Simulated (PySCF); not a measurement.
## O₂⁺: one state, many levels of theory

State: ²Πg (doublet), unpaired electrons π ↑. Set-up: PySCF, no relativity, basis sets O 6-31G(d,p). De refers to O⁺ + O in their high-spin ground configurations, without counterpoise correction. The functionals are run spin-unrestricted.

| Level | Re (Å) | ωe (cm⁻¹) | De (eV) |
| --- | --- | --- | --- |
| UHF | 1.075 | 2507 | 1.01 |
| UHF-MP2 | 1.187 | 1345 | 6.54 |
| UHF-SCS-MP2 | 1.169 | 1525 | 6.15 |
| UHF-CCSD | 1.133 | 1978 | 5.32 |
| UHF-CCSD(T) | 1.143 | 1873 | 5.64 |
| PBE | 1.136 | 1940 | 7.98 |
| BP86 | 1.138 | 1923 | 7.94 |
| r²SCAN | 1.123 | 2033 | 6.67 |
| B3LYP | 1.121 | 2059 | 6.82 |
| PBE0 | 1.112 | 2141 | 6.65 |
| MN15 | 1.117 | 2145 | 6.71 |
| ωB97X | 1.113 | 2152 | 6.72 |

(1) Which functional lies closest to UHF-CCSD(T) in De, which farthest, and by how much do they differ from it?

(2) What does second-order correlation do here, going from UHF to UHF-MP2?

(3) What does all correlation do here, going from UHF to UHF-CCSD(T)?

Correlated steps freeze 2 core orbitals. Correlated levels converge slowly with the basis: in double zeta they bind strong bonds too weakly, by up to about 1 eV, and carry superposition errors of some tenths. The state was picked by a PBE0 search and need not be the measured ground state.

Results:

(1) Closest is PBE0 (-3.1 pm in Re, +14.3 % in ωe, +1.01 eV in De against UHF-CCSD(T) in the same basis), farthest PBE (-0.7 pm in Re, +3.6 % in ωe, +2.34 eV in De). CCSD(T) converges more slowly with the basis than the functionals do and binds too weakly in this one, so the order can change at the basis-set limit.

(2) UHF-MP2 less UHF: +11.2 pm in Re, -46.4 % in ωe, +5.53 eV in De. Correlation nearly always deepens the well. The bond lengthens, as in strong covalent bonds, where excitations into antibonding orbitals dominate.

(3) UHF-CCSD(T) less UHF: +6.8 pm in Re, -25.3 % in ωe, +4.63 eV in De. Correlation nearly always deepens the well. The bond lengthens, as in strong covalent bonds, where excitations into antibonding orbitals dominate.
